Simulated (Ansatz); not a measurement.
System: pyrite RuS2. Method: r²SCAN in Ansatz (PAW).

Run with plane-wave cutoff 560 eV, 6×6×6 k mesh, Fermi–Dirac smearing 0.01 eV, no spin polarisation, scalar-relativistic PAW data made under PBE.

The cell is scaled about its equilibrium volume:

Shape and atoms are relaxed at each volume.

| V (Å³/atom) | P (GPa) | direct gap at Γ (eV) | smallest gap on the k mesh (eV) |
|---|---|---|---|
| 14.290 | 8.25 | 1.162 | 0.890 |
| 14.588 | 3.88 | 1.157 | 0.898 |
| 14.886 | 0.00 | 1.151 | 0.903 |
| 15.183 | -3.45 | 1.145 | 0.907 |
| 15.481 | -6.51 | 1.147 | 0.919 |

The fundamental gap (0.88 eV at the equilibrium volume, with added k points) lies elsewhere than Γ–Γ.

Note: the bulk modulus comes from volumes at which shape and atoms were relaxed.

Spin–orbit coupling is not included.

Ansatz is a program for electronic structure.
